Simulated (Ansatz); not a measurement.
Input file:

```yaml
crystal:
  periodic: [false, false, false]
  atoms:
    - {symbol: Al, position_ang: [0.000000, -0.042945, -1.179294]}
    - {symbol: Al, position_ang: [0.000000, -0.042945, 1.365806]}
    - {symbol: H, position_ang: [0.000000, 3.760533, -3.097927]}
    - {symbol: H, position_ang: [0.000000, -1.461345, -1.894794]}
basis:
  gaussian: {orbitals: 6-31G}
magnetization: {spin_polarized: true, initial_magnetization: 2}
correlation: {method: ccsd_t, electrons: outside_noble_gas}
output: {forces: true}
```

```sh
$ ansatz run in.yaml --threads 1 --pin off --events-out ev --progress --plain --max-ram 2393MiB
```

Output:

```
341 factors; integrals over basis functions are off by at most 1.5e-4 eV
mean field evaluation 1: about -13188.0415 eV, gradient 8.5e0 eV
mean field evaluation 2: about -13188.0457 eV, gradient 8.5e0 eV
mean field evaluation 4: about -13191.2651 eV, gradient 2.8e0 eV
mean field evaluation 8: about -13191.4601 eV, gradient 1.9e-1 eV
mean field evaluation 16: about -13191.7870 eV, gradient 4.0e-2 eV
mean field evaluation 32: about -13191.7660 eV, gradient 2.7e-1 eV
mean field evaluation 64: about -13191.8081 eV, gradient 2.0e-1 eV
mean field evaluation 96: about -13191.4614 eV, gradient 3.4e-3 eV
mean field evaluation 128: about -13191.8313 eV, gradient 1.0e-1 eV
mean field evaluation 160: about -13191.5669 eV, gradient 1.7e-5 eV
...
mean field evaluation 1440: about -13190.9045 eV, gradient 1.0e-3 eV
mean field evaluation 1472: about -13191.8269 eV, gradient 1.2e-6 eV
mean field evaluation 1504: about -13188.9717 eV, gradient 7.5e-4 eV
mean field -13191.83060265 eV, -484.7908329034 hartree, gradient 1.4e-7 eV, S^2 2.367031; 38 other end points of the search recorded, 0 dependent functions left out
determinant -13191.83060265 eV, -484.7908329034 hartree, with singles and doubles -13193.84454938 eV, -484.8648440806 hartree
determinant -13191.82693473 eV, -484.7906981100 hartree, with singles and doubles -13193.85858813 eV, -484.8653599954 hartree
determinant -13191.78670829 eV, -484.7892198154 hartree, with singles and doubles -13193.84933500 eV, -484.8650199489 hartree
determinant -13191.71317866 eV, -484.7865176513 hartree, with singles and doubles -13193.86604271 eV, -484.8656339461 hartree
determinant -13191.62302347 eV, -484.7832045092 hartree, with singles and doubles -13193.86973076 eV, -484.8657694793 hartree
determinant -13191.56689394 eV, -484.7811417870 hartree, with singles and doubles -13193.38207268 eV, -484.8478483753 hartree
determinant -13191.48979500 eV, -484.7783084532 hartree, with singles and doubles -13193.72857451 eV, -484.8605820826 hartree
determinant -13191.46135667 eV, -484.7772633639 hartree, with singles and doubles -13193.94742908 eV, -484.8686248398 hartree
determinant -13190.90447805 eV, -484.7567984523 hartree, with singles and doubles -13192.88603658 eV, -484.8296193850 hartree
determinant -13190.84840485 eV, -484.7547378000 hartree, with singles and doubles -13192.31552123 eV, -484.8086533326 hartree
determinant -13190.67589840 eV, -484.7483983050 hartree, with singles and doubles -13192.52660209 eV, -484.8164104111 hartree
determinant -13190.45719968 eV, -484.7403612754 hartree, with singles and doubles -13192.19791528 eV, -484.8043313936 hartree
determinant -13190.23100371 eV, -484.7320487267 hartree, with singles and doubles -13192.39735650 eV, -484.8116607234 hartree
determinant -13190.15534499 eV, -484.7292683198 hartree, with singles and doubles -13192.49849051 eV, -484.8153773297 hartree
determinant -13189.77693428 eV, -484.7153619830 hartree, with singles and doubles -13192.29205048 eV, -484.8077907986 hartree
determinant -13189.50591534 eV, -484.7054022204 hartree, with singles and doubles -13191.56545224 eV, -484.7810888058 hartree
determinant -13189.19913688 eV, -484.6941283200 hartree, with singles and doubles -13191.64850415 eV, -484.7841409071 hartree
determinant -13188.97173713 eV, -484.6857715332 hartree, with singles and doubles -13191.81030802 eV, -484.7900870895 hartree
determinant -13188.92665435 eV, -484.6841147719 hartree, with singles and doubles -13191.41098617 eV, -484.7754122822 hartree
determinant -13191.83060265 eV, -484.7908329034 hartree, with singles and doubles -13193.86348792 eV, -484.8655400592 hartree
determinant -13191.82693473 eV, -484.7906981100 hartree, with singles and doubles -13193.86838732 eV, -484.8657201089 hartree
determinant -13191.78670829 eV, -484.7892198154 hartree, with singles and doubles -13193.89918218 eV, -484.8668517989 hartree
determinant -13191.71317866 eV, -484.7865176513 hartree, with singles and doubles -13193.91053063 eV, -484.8672688471 hartree
determinant -13191.62302347 eV, -484.7832045092 hartree, with singles and doubles -13193.92954770 eV, -484.8679677113 hartree
determinant -13191.48979500 eV, -484.7783084532 hartree, with singles and doubles -13193.79628250 eV, -484.8630703055 hartree
determinant -13191.46135667 eV, -484.7772633639 hartree, with singles and doubles -13193.94641278 eV, -484.8685874917 hartree
10 core orbitals not correlated: weight in the atoms' cores, before any rotation towards them, 1.000 or more for the frozen orbitals, at most 0.000 for the correlated occupied ones
reference -13191.46135667 eV, -484.7772633639 hartree; 5, 3 occupied and 15, 17 virtual orbitals, 341 factors
second order -1.69880417 eV of doubles, -0.00000000 eV of singles
cycle   1  -2.48505677 eV  change   -6.5e-7 eV  update   5.2e-6
cycle   2  -2.48505550 eV  change    1.3e-6 eV  update   4.4e-6
cycle   3  -2.48505457 eV  change    9.3e-7 eV  update   3.3e-6
cycle   4  -2.48505448 eV  change    8.5e-8 eV  update   2.2e-6
cycle   5  -2.48505488 eV  change   -4.0e-7 eV  update   1.6e-6
cycle   6  -2.48505555 eV  change   -6.7e-7 eV  update   1.0e-6
cycle   7  -2.48505543 eV  change    1.2e-7 eV  update   5.5e-7
perturbative correction -0.08259177 eV, -0.0030351917 hartree
the calculation of the forces begins
Total energy: -13194.02900387 eV, -484.8716226581 hartree
Atom 0 at     0.000000    -0.042945    -1.179294 Å, force    -0.000000     0.790292    -0.142134 eV/Å
Atom 1 at     0.000000    -0.042945     1.365806 Å, force     0.000000     0.055945     0.672180 eV/Å
Atom 2 at     0.000000     3.760533    -3.097927 Å, force    -0.000000    -0.000929    -0.000543 eV/Å
Atom 3 at     0.000000    -1.461345    -1.894794 Å, force    -0.000000    -0.845308    -0.529503 eV/Å
Dipole moment:    -0.000000     0.173407     0.099709 e Å
```

Forces (eV/Å):
```
Al   0.000  0.790 -0.142
Al   0.000  0.056  0.672
H    0.000 -0.001 -0.001
H    0.000 -0.845 -0.530
```

For the same geometry and basis full CI lies 41.6 meV lower.

Ran on 1 thread of Intel Xeon 6975P-C, shared host: 6 s wall, 0.16 GiB peak host memory.
